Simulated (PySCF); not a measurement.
2-chloro-3-methyl-2-butene, C5H9Cl.
Z-matrix (Å and degrees, GFN2-xTB geometry), rows numbered from 1:
```
C 
C   1  1.4997
C   2  1.5037  1  113.99
C   2  1.3290  1  123.48  3   179.93
C   4  1.4944  2  128.25  1  -178.68
Cl  4  1.7491  2  120.16  1     2.01
H   1  1.0904  2  109.97  3    77.06
H   1  1.0857  2  111.71  3  -162.64
H   1  1.0886  2  109.83  3   -41.58
H   3  1.0851  2  112.48  1  -154.84
H   3  1.0904  2  110.13  1    83.85
H   3  1.0878  2  109.26  1   -34.43
H   5  1.0904  4  110.26  2  -107.69
H   5  1.0850  4  111.44  2    13.60
H   5  1.0887  4  109.66  2   133.81
```

Vertical excitations from PySCF (density fitting, frozen core in the response, grid level 2 and gas phase unless stated; continuum runs use non-equilibrium linear response for the excitations) on a GFN2-xTB geometry. Reference run:

| settings | S1, eV (f) | S2, eV (f) | S3, eV (f) | T1, eV (Tamm–Dancoff) | mean α (au) |
| --- | --- | --- | --- | --- | --- |
| HSE06/def2-SVPD, damping 0.3 at the start, DIIS from the seventh cycle, start guess huckel, full TDDFT, 3 singlets | 6.13 (0.010) | 6.16 (0.005) | 6.62 (0.404) | – | 77.0 |

Q: What do these settings give: wB97X-D/aug-cc-pVDZ, full TDDFT, 1 singlet?

A: 
```
                                  settings    S1, eV (f)  S2, eV (f)  S3, eV (f)  T1, eV (Tamm–Dancoff)  mean α (au)
wB97X-D/aug-cc-pVDZ, full TDDFT, 1 singlet  5.99 (0.010)           –           –                   4.28         77.4
```

S1 moves by -0.14 eV; functional and basis change together, so the shift can't be laid on one. States are counted by energy in each run and needn't keep their character from row to row.

Q: Which orbital pairs make up S1 in each run, and how does it sit against the orbital gap?

A: 
```tsv
settings	S1 configurations (weight)	S1 (eV)	orbital gap (eV)	S1 − gap (eV)
HSE06/def2-SVPD, damping 0.3 at the start, DIIS from the seventh cycle, start guess huckel, full TDDFT, 3 singlets	H→L+1 0.61, H→L+2 0.35	6.13	6.31	-0.18
wB97X-D/aug-cc-pVDZ, full TDDFT, 1 singlet	H→L 0.77	5.99	9.39	-3.40
```

